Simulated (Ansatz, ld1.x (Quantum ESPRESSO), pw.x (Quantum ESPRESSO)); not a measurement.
# Which Mg potential is closest to all-electron in the bcc crystal?

All use PBEsol, scalar-relativistic, no spin, cutoffs from each file’s atomic test, pw.x 7.5; 13³ k-points, Fermi–Dirac smearing 0.01 Ry. Δ is the rms difference from all-electron LAPW of the E(V) curves that follow from fits to the pressures, over ±6 % in volume. Mesh and smearing are coarse and serve the comparison alone. The files are a selection: those with a ghost or negative overlap were mostly not run, and those with noisy or unconverged pressures or nearly equal Δ are left out.

All-electron: a0 = 3.559 Å (V0 = 22.55 Å³/atom), B0 = 36.1 GPa.

Rank them by Δ, smallest first.
A. PAW, ld1.x (Quantum ESPRESSO) 7.5, PBEsol; core [Ne], reference 3s2 3p0; waves: 3s (bound): rcut 2.45, rcutus 2.80 bohr; 3s channel at 4.1 Ry: rcut 2.45, rcutus 2.80 bohr; 3p (bound, empty): rcut 2.15, rcutus 2.45 bohr; 3p channel at 3.6 Ry: rcut 2.15, rcutus 2.45 bohr; 3d channel at 0.5 Ry: rcut 2.40, rcutus 2.75 bohr; local part: all-electron potential smoothed inside 2.55 bohr (lloc = -2); core correction: Bessel-smoothed model core, default radius (core density twice the valence density); augmentation: PSQ, inside the norm-conserving radii.
B. norm-conserving Troullier–Martins (Kleinman–Bylander form), ld1.x (Quantum ESPRESSO) 7.5, PBEsol; core [Ne], reference 3s2 3p0; waves: 3s (bound): rc 2.50 bohr; 3d channel at 0.1 Ry: rc 2.40 bohr; 3p (bound, empty): rc 2.25 bohr; local part: the p channel; core correction: none.
C. norm-conserving Troullier–Martins (Kleinman–Bylander form), ld1.x (Quantum ESPRESSO) 7.5, PBEsol; core [Ne], reference 3s2 3p0; waves: 3s (bound): rc 2.60 bohr; 3p (bound, empty): rc 3.70 bohr; 3d channel at -0.05 Ry: rc 3.85 bohr; local part: the d channel; core correction: none.

A (0.3 meV/atom), C (0.7 meV/atom), B (1.5 meV/atom).
